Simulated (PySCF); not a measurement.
Input of a run (PBE0-D3(BJ)/def2-SVP geometry optimisation, gas phase (PySCF 2.14.0)), started from GFN2-xTB:
```
{"job": {"xc": "PBE0", "basis": "def2-SVP", "d3": "d3bj", "grid": 1, "kind": "geom"}, "charge": 0, "multiplicity": 1}
F     -2.246735    -0.241663     0.459494
C     -1.088978    -0.040606    -0.224071
C      0.000981     0.681821     0.497121
C      1.111252     0.136092    -0.321220
F      1.127144     0.368604    -1.671121
C      0.108761    -0.801027     0.242523
H     -1.304209     0.123919    -1.274331
H     -0.022747     1.304363     1.364636
H      2.128723     0.146335     0.051191
H      0.194691    -1.673182     0.853249
```

Output (energies in Eh, forces in Eh/bohr):
```
step   0  E = -353.79621050  max force = 0.022173
step   1  E = -353.79734692  max force = 0.009123
step   2  E = -353.79818253  max force = 0.007006
step   3  E = -353.79856218  max force = 0.003135
step   4  E = -353.79865886  max force = 0.001914
step   5  E = -353.79868218  max force = 0.000604
step   6  E = -353.79868694  max force = 0.000402
optimisation converged
```

Q: Summarise the run.

A: The energy falls by 6.5 kJ/mol over 7 energy and gradient evaluations, the largest force component goes from 0.0222 to 4.0e-04 Eh/bohr, and the atoms move by 0.059 Å rms after alignment. Among the bonds, C3–H8 and C6–H10 change most and about equally (+0.022 Å). Bonds longer at the end by more than 0.005 Å: 5 of 11; shorter: 5. Among the angles that change most is C3–C4–H9, from 120.6° to 117.8°. The energy never rose by more than 1e-6 Eh on the way. The first step brought 46 % of the lowering.

Q: What are the final bond lengths?

A: F1–C2 1.353 Å, C2–C3 1.485 Å, C3–C4 1.467 Å, C4–F5 1.368 Å, C4–C6 1.466 Å, C2–C6 1.485 Å, C3–C6 1.519 Å, C2–H7 1.097 Å, C3–H8 1.090 Å, C4–H9 1.095 Å, C6–H10 1.090 Å. Numbering counts from 1 in the input's order; the species is `[C@H]1([C@@H]2[C@H]1[C@@H]2F)F`.

The run used 104 basis functions and 44 SCF cycles in all.

Whether it is a minimum is left open (no frequencies).
